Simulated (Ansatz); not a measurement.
Rock-salt SnTe (cubic form, which distorts at low temperature) was calculated with LDA (Ansatz, a quantum-chemistry and plane-wave program, plane waves, PAW).

Numerical settings: plane-wave cutoff 520 eV, 12×12×12 k mesh, perturbation theory, force constants from a 4×4×4 q mesh, scalar-relativistic PAW data made under PBE.

Computed at the level's own relaxed cell. Harmonic vibrational thermodynamics at fixed volume:

| T (K) | S_vib (J/K per mol of atoms) | C_V (J/K per mol of atoms) | F_vib (eV/atom) |
|---|---|---|---|
| 100 | 23.85 | 22.07 | 0.0043 |
| 300 | 49.92 | 24.59 | -0.0766 |
| 400 | 57.02 | 24.75 | -0.1322 |
| 500 | 62.55 | 24.82 | -0.1942 |
| 700 | 70.91 | 24.88 | -0.3330 |
| 800 | 74.23 | 24.89 | -0.4083 |
| 1000 | 79.79 | 24.91 | -0.5681 |

The crystal is taken as a harmonic solid at every temperature: melting, phase changes and thermal expansion are not seen.

Note: the run warned that the k mesh is coarse for the response to a field; symmetry holds this phase in the static calculation, where it need not be a minimum.
